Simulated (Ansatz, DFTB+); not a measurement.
## Strength of the N–C bond: C2H3N → CH3 + CN

Species: C2H3N (isocyanomethane) `[C-]#[N+]C`, singlet; CH3 (methyl radical) `[CH3]`, doublet; CN, doublet. 

Shapes, held fixed at every level: PBE0-D4/def2-TZVP. Programs: Ansatz 0.2.0, DFTB+ 25.1. The zero-point and thermal change to 298 K, harmonic and unscaled (PBE0-D4/def2-TZVP), is -21.0 kJ/mol.

| level | kind | ΔH(298 K) (kJ/mol) |
| --- | --- | --- |
| DFTB2-D4 | semi-empirical | +516.0 |
| HF/def2-TZVPP | Hartree–Fock | +318.3 |
| B3LYP-D4/def2-TZVPP | global hybrid | +418.2 |
| BHLYP-D4/def2-TZVPP | global hybrid | +429.0 |
| PBE0-D4/def2-TZVPP | global hybrid | +429.2 |
| wB97M-V/def2-TZVPP | range-separated hybrid | +448.0 |
| wB97X-V/def2-TZVPP | range-separated hybrid | +445.4 |
| B2PLYP/def2-TZVPP | double hybrid | +411.0 |

B2PLYP/def2-TZVPP gives ΔH(298 K) = +411.0 kJ/mol; the levels span +318.3 to +516.0. DFTB2-D4 strays far from the other rows. The median of the levels is +429.1. Hartree–Fock misses the correlation of the pair that is broken and comes out low. No measured value is set beside it here. Spin contamination: CN (⟨S²⟩ up to 1.11). Open shells run unrestricted.
